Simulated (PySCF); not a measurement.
Species: C5H9N.
Atom-mapped SMILES: `[CH3:1][C:2]([CH3:3])([CH3:4])[C:5]#[N:6]` (hydrogens: H7, H8, H9 on C1; H10, H11, H12 on C3; H13, H14, H15 on C4)

Geometry (GFN2-xTB, Å), atoms numbered from 1 in this order:
```
atom  x, y, z in Å
C1     0.5010    1.3265    0.4400
C2    -0.0639   -0.0721    0.1627
C3    -1.2394    0.0067   -0.8192
C4     1.0322   -0.9957   -0.3829
C5    -0.5496   -0.6260    1.4121
N6    -0.9334   -1.0628    2.3964
H7    -0.2699    1.9785    0.8458
H8     1.3189    1.2747    1.1559
H9     0.8745    1.7618   -0.4846
H10   -1.6560   -0.9824   -0.9989
H11   -0.9000    0.4193   -1.7670
H12   -2.0274    0.6445   -0.4236
H13    1.8558   -1.0727    0.3241
H14    0.6387   -1.9942   -0.5621
H15    1.4143   -0.5982   -1.3209
```

Method used: TDDFT CAM-B3LYP/def2-SVPD, vertical, gas phase, core orbitals frozen in the response in PySCF 2.14.0, density-fitted response routines.

Transition dipole moments from the ground state, in atomic units and in the frame of the coordinates above (overall signs are arbitrary), for the states with f of 0.002 or more among the lowest 7:

```tsv
state	E (eV)	μx	μy	μz
S2	8.268	0.021	-0.148	-0.058
S3	8.268	-0.148	0.001	-0.056
S4	8.889	0.460	-0.278	0.055
S5	8.889	0.219	0.414	0.268
S6	9.534	0.037	-0.139	-0.047
S7	9.536	-0.138	-0.016	-0.060
```

Question: What oscillator strength does each state have?

Answer: f = (2/3) ΔE |μ|² with ΔE in hartree (27.2114 eV).

```json
{"state": "S2", "|μ|² (au)": "0.026", "|μ| (D)": "0.41", "f": "0.005"}
{"state": "S3", "|μ|² (au)": "0.025", "|μ| (D)": "0.40", "f": "0.005"}
{"state": "S4", "|μ|² (au)": "0.292", "|μ| (D)": "1.37", "f": "0.064"}
{"state": "S5", "|μ|² (au)": "0.291", "|μ| (D)": "1.37", "f": "0.063"}
{"state": "S6", "|μ|² (au)": "0.023", "|μ| (D)": "0.38", "f": "0.005"}
{"state": "S7", "|μ|² (au)": "0.023", "|μ| (D)": "0.38", "f": "0.005"}
```

Question: The point group is C3v. Which irreducible representation does each state belong to?

Answer: The ground state is totally symmetric, so the direction of μ fixes the label. Polarised across the main axis, so E: S2, S3, S4, S5, S6 and S7.

Question: How is the summed strength of these states shared among x, y and z?

Answer: (2/3) Σ ΔE μα² gives 0.066 for x, 0.063 for y and 0.019 for z, 0.148 in all.

Question: What peak molar absorption coefficient would the strongest computed level give as a lone Gaussian band 0.4 eV wide at half height?

Answer: ε(max) = 2.175×10⁸ f / FWHM, with the width in cm⁻¹. S4/S5 (f summed): 2.175×10⁸ × 0.1270 / 3226 ≈ 8600 L mol⁻¹ cm⁻¹.

S2/S3, S4/S5 and S6/S7 coincide within about 0.01 eV; within a degenerate level the directions of the single components are arbitrary.
